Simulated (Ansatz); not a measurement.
fcc Rh, treated with r²SCAN0 (Ansatz, a program for electronic structure, PAW).

Run with plane-wave cutoff 520 eV, 14×14×14 k mesh, Fermi–Dirac smearing 0.05 eV, no spin polarisation, scalar-relativistic PAW data made under PBE.

Cell (relaxed at this level):

```
CELL_PARAMETERS angstrom
      0.00000     1.88252     1.88252
      1.88252     0.00000     1.88252
      1.88252     1.88252     0.00000
ATOMIC_POSITIONS crystal
  Rh 0.00000 0.00000 0.00000
```

Task: Give the computed bulk modulus B0 and pressure derivative B′ of the bulk modulus.

Result: 
- bulk modulus B0 = 309 GPa
- pressure derivative B′ of the bulk modulus = 5.2

Measured, for comparison: bulk modulus 271 GPa (corrected for temperature and zero-point phonon effects, our sources range from 271 to 289; as tabulated in Levämäki et al. (2014), arXiv:1402.3671). Computed (rounded) less measured: bulk modulus +14 % (+7 % to +14 % over the range).

The computed numbers hold no vibrational or temperature effects.

Cost on a shared machine: roughly 50 core-minutes.
